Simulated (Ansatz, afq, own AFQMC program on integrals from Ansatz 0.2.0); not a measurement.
Two steps: Ansatz 0.2.0 writes the Fock matrix and Cholesky factors of the valence space, and afq projects on them the lowest state that overlaps trial and start.

```yaml
crystal:
  periodic: [false, false, false]
  atoms:
    - {symbol: Si, position_ang: [0.000000, 0.000000, 0.000000]}
    - {symbol: H, position_ang: [-0.011166, 1.090859, 1.083779]}
    - {symbol: H, position_ang: [-0.016843, -1.083830, 1.090736]}
    - {symbol: H, position_ang: [0.016843, 1.083830, -1.090736]}
    - {symbol: H, position_ang: [0.011166, -1.090859, -1.083779]}
basis:
  gaussian: {orbitals: cc-pVDZ}
total_charge: 1
magnetization: {spin_polarized: true, initial_magnetization: 1}
correlation: {method: ccsd_t, electrons: outside_noble_gas, hamiltonian_folder: ham}
```

```sh
$ ansatz run in.yaml --threads 1 --pin off --events-out ev --progress --plain --max-ram 1843MiB
```

Options of the walk:

```
--method phaseless --trial hf --walkers 120 --populations 1 --least-time 40 --time-step 0.005 --steps-per-block 20 --equilibration-blocks 112 --max-blocks 600 --target-error 0.0009600 --factor-cut 1e-05 --start spin_pure --seed 6869 --taylor-order 6
```

Times are imaginary, in 1/Eh. The walk had a cap of 689 s.

afq prints:

```
orbitals 33  electrons 4 3  factors 243 of 353
reference energy -290.79393336 Eh
CCSD correlation -0.12884424 Eh in 10 cycles, weight of the determinant in the CISD state 0.9156
energy of the start -290.795219 Eh
 block  time / (1/Eh)  mean weight  energy / Eh
     1     0.100  1.0005  -290.818096
     2     0.200  1.0007  -290.835850
     3     0.300  1.0014  -290.854289
     4     0.400  1.0001  -290.864997
     5     0.500  1.0025  -290.872877
     8     0.800  0.9995  -290.888444
    18     1.800  1.0010  -290.916006
    69     6.900  1.0009  -290.926728
   120    12.000  1.0013  -290.923577
   171    17.100  0.9991  -290.922624
   205    20.500  0.9992  -290.907557
   222    22.200  0.9992  -290.919506
   273    27.300  0.9997  -290.918525
   324    32.400  1.0014  -290.929688
   375    37.500  0.9998  -290.913706
   409    40.900  1.0002  -290.948556
   426    42.600  0.9995  -290.919764
   477    47.700  1.0016  -290.918701
   528    52.800  0.9998  -290.927956
   579    57.900  1.0002  -290.917662
   630    63.000  1.0005  -290.923477
   681    68.100  1.0000  -290.918253
   698    69.800  0.9997  -290.928441
blocks merged  error / Eh  count
     1  0.000356  600
     2  0.000476  300
     4  0.000639  150
     8  0.000839  75
    16  0.001092  37
    32  0.001486  18
    64  0.001818  9
energy -290.922765 +/- 0.001486 Eh
(rows thinned)
```

The run failed at least one of its tests; the cautions name the faults.

Against this walk (error 40.4 meV) on the same determinant: CCSD(T) 73.1 meV lower (within the noise), CCSDT(Q) 98.1 meV lower, a separate phaseless walk with a CISD trial and standard settings 77.5 ± 40.7 meV lower (within the noise). The error is statistical and leaves out the bias of the constraint.

Cautions: constraint bias not in the error; error not settled; error above the target (40.4 against 26.1 meV); unrestricted determinant slightly spin contaminated (⟨S²⟩ 0.80 against 0.75).

The walk took 2.4 min on 1 thread of Arm Neoverse V2, on a shared host. The log's last line is the phaseless energy.

CCSDT and higher add their correlation energy to the determinant of the CCSD(T) run, since their own runs factorise the integrals more tightly (a shift of under 2 meV). A walk keeps the symmetry of its determinant, which the program's search chose and which needn't be the lowest solution, so a lower state of the same spin and another symmetry isn't excluded.
